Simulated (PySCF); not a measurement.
The scaffold NC-X carries different groups X. Isolated molecules, 0 K electronic values unless said otherwise. Strings in code marks are SMILES. All members: neutral, multiplicity 1. Level: B3LYP-D3(BJ)/def2-TZVP (PySCF), beside PBE-D3(BJ)/def2-TZVP // B3LYP-D3(BJ)/def2-TZVP (PySCF) at the same geometries. B3LYP has the VWN-RPA correlation part, as in Gaussian.  Orbital energies are measured against the vacuum level.

```
species         LUMO, PBE (eV)  LUMO, B3LYP-D3(BJ) (eV)
--------------  --------------  -----------------------
`N#[C][AlH2]`            -3.35                    -2.79
`[C-]#[N+]C#N`           -3.29                    -2.48
`C=CC#N`                 -2.69                 withheld
`C#CC#N`                 -2.59                    -1.85
`N#CS`                   -2.03                    -1.28
`N#C[SiH3]`              -1.60                    -0.83
`C#N`                    -0.86                    -0.02
```

Q: Fit y = a + b·x, y being the LUMO at the first level, to the 6 complete rows by least squares, with x = the PBE value in eV. Give a, b and the rms residual, and predict the withheld value.

A: Means of the 6 rows: x̄ = -2.2867, ȳ = -1.5417 eV. Σ(x − x̄)² = 4.8021 and Σ(x − x̄)(y − ȳ) = 5.0891, so b = 1.060 and a = ȳ − b·x̄ = 0.882 eV. The rms residual is 0.072 eV. At x = -2.69 the line gives -1.97 eV. The run for `C=CC#N` gave -1.94 eV, so the line is off by 0.03 eV, within twice the rms residual.

Codes: PySCF.
